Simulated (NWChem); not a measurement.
**Atomisation of hydrogen peroxide (H2O2)**

```
O
H 1 0.9670
O 1 1.4185 2 101.03
H 3 0.9670 1 101.03 2 117.50
```
Charge 0, spin multiplicity 1.

Program: NWChem. Structure: optimised with PBE0/def2-SVP, a minimum by its harmonic frequencies. It is one conformer; others weren't searched.

Basis set: def2-TZVP. The atomisation energy is electronic alone: no zero-point, thermal, spin-orbit or counterpoise terms. No value is extrapolated to the basis-set limit. Free atoms are single determinants with multiplicities O 3, H 2. Correlated methods freeze the same cores in atoms and molecule, 2 orbitals in all.

```tsv
method	atomisation energy (kcal/mol)
LC-wPBE (omega 0.3 per bohr)	270.9
CCSD(T)	251.8
HF	132.9
PBE	278.8
TPSS	265.1
MP2	259.9
LDA (SVWN5)	332.0
B3LYP	263.9
BP86	283.5
PBE0	260.7
```

The values span 199.1 kcal/mol, from HF (lowest) to LDA (SVWN5) (highest). 

B3LYP has NWChem's definition, with VWN1-RPA local correlation. The stability of the SCF solutions was not checked. Open-shell Hartree-Fock references start from PBE0 orbitals. Coupled-cluster values serve here as a point of comparison, not as the truth.
